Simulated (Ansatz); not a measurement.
What does this script print? It uses Ansatz 0.2.0, Python API.

`composite_ch5osi.py`
```python
"""A composite energy for CH5OSi: DFT geometry, MP2 basis limit, coupled-cluster correction."""

import itertools

import ansatz as az
from ase.data import atomic_numbers, covalent_radii
import numpy as np


def main() -> None:
    geometry_ang = [
        ("C", (-0.503, 0.6666, -0.4003)),
        ("Si", (0.428, -0.6613, 0.3874)),
        ("O", (2.0033, -0.6405, -0.2337)),
        ("H", (-0.497, 0.57, -1.5144)),
        ("H", (-1.5865, 0.6931, -0.0361)),
        ("H", (-0.0793, 1.7044, -0.1835)),
        ("H", (0.4836, -0.4536, 1.8483)),
        ("H", (-0.1569, -1.9358, 0.0764)),
    ]
    mol = az.Crystal.molecule()
    for symbol, xyz in geometry_ang:
        mol = mol.atom(symbol, xyz)

    setup = (
        mol.calculation()
        .basis(gaussian="def2-SVP")
        .functional("r2scan", dispersion="d3bj")
        .spin("collinear", total=1)
    )
    symbols = [site.symbol for site in mol.cartesian_sites]
    start = np.array([site.position_ang for site in mol.cartesian_sites], dtype=float)
    data = setup.relax(force_tolerance=0.01).run().report
    end = np.array(data["positions_ang"])
    # pairs closer than 1.2 times the sum of covalent radii, before or after
    radius = [covalent_radii[atomic_numbers[s]] for s in symbols]
    span = lambda where, i, j: np.linalg.norm(where[i] - where[j])
    bonded = [(i, j) for i, j in itertools.combinations(range(len(symbols)), 2) if min(span(start, i, j), span(end, i, j)) < 1.2 * (radius[i] + radius[j])]
    print("pair        before    after (A)")
    for i, j in bonded:
        print(f"{symbols[i]}{i}-{symbols[j]}{j}".ljust(10), f"{span(start, i, j):8.4f} {span(end, i, j):8.4f}")
    for first, second in list(itertools.combinations(bonded, 2)):
        shared = set(first) & set(second)
        if shared and symbols[(j := shared.pop())] != "H":
            i, k = sorted((set(first) | set(second)) - {j})
            u, v = end[i] - end[j], end[k] - end[j]
            angle = np.degrees(np.arccos(np.clip(u @ v / np.linalg.norm(u) / np.linalg.norm(v), -1, 1)))
            print(f"final angle {symbols[i]}{i}-{symbols[j]}{j}-{symbols[k]}{k}: {angle:.2f} deg")

    minimum = az.Crystal.molecule()
    for symbol, place in zip(symbols, end):
        minimum = minimum.atom(symbol, place.tolist())
    at_minimum = minimum.calculation().spin("collinear", total=1)
    # MP2 extrapolated to the basis limit, plus the small-basis difference CCSD(T) - MP2
    level = lambda method, basis: at_minimum.basis(gaussian=basis).correlation(method).run().report
    small, large, cluster = level("mp2", "cc-pVDZ"), level("mp2", "cc-pVTZ"), level("ccsd_t", "cc-pVDZ")
    corr = lambda each: (each["free_energy_ev"] - each["reference_energy_ev"]) / 27.211386246
    mp2_limit = (27 * corr(large) - 8 * corr(small)) / 19
    pieces = {"HF / cc-pVTZ": large["reference_energy_ev"] / 27.211386246, "MP2 correlation, DZ-TZ limit": mp2_limit, "CCSD(T) - MP2 / cc-pVDZ": corr(cluster) - corr(small)}
    for name, value in pieces.items():
        print(f"{name:32s} {value:14.6f} Ha")
    print(f"{'sum':32s} {sum(pieces.values()):14.6f} Ha")
    print("T1 diagnostic", round(cluster["correlation"]["coupled_cluster"]["t1_diagnostic"], 4))


if __name__ == "__main__":
    main()
```

Output of `python composite_ch5osi.py`:
```text
DeckWarning: the engine holds no damping parameters fitted to this dispersion correction and functional, so the run takes those fitted to r2scan beside the three-body term, which d3bj leaves out (hamiltonian.dispersion, under Limitations)
pair        before    after (A)
C0-Si1       1.8029   1.8869
C0-H3        1.1183   1.0995
C0-H4        1.1434   1.1027
C0-H5        1.1417   1.0995
Si1-O2       1.6934   1.6732
Si1-H6       1.4766   1.4947
Si1-H7       1.4364   1.4947
final angle Si1-C0-H3: 110.77 deg
final angle Si1-C0-H4: 108.01 deg
final angle Si1-C0-H5: 110.76 deg
final angle C0-Si1-O2: 102.25 deg
final angle C0-Si1-H6: 110.13 deg
final angle C0-Si1-H7: 110.13 deg
final angle H3-C0-H4: 109.03 deg
final angle H3-C0-H5: 109.22 deg
final angle H4-C0-H5: 109.01 deg
final angle O2-Si1-H6: 112.31 deg
final angle O2-Si1-H7: 112.29 deg
final angle H6-Si1-H7: 109.54 deg
HF / cc-pVTZ                        -404.626633 Ha
MP2 correlation, DZ-TZ limit          -0.535077 Ha
CCSD(T) - MP2 / cc-pVDZ               -0.058535 Ha
sum                                 -405.220246 Ha
T1 diagnostic 0.0176
```
(Warnings from the package without file and line.)

What to keep in mind:
- Total energies depend on the basis set; only differences at equal settings carry meaning.
- The sum leaves out core correlation, relativity, the Hartree-Fock basis error and zero-point energy; a DZ-TZ extrapolation is rough.
- The run takes the species as open-shell (spin multiplicity 2), which needn't be its ground state.
- Inner cores stay frozen, so this is valence correlation.
- For Al to Cl the sets with a tight d function, cc-pV(X+d)Z, are usual.
- An extrapolation from small basis sets is rough.
- A dispersion term here runs with damping parameters fitted for another variant or functional.
- Wall time of the script: 2.7 min on 1 thread of Arm Neoverse V1 (shared host), peak memory 0.41 GiB.
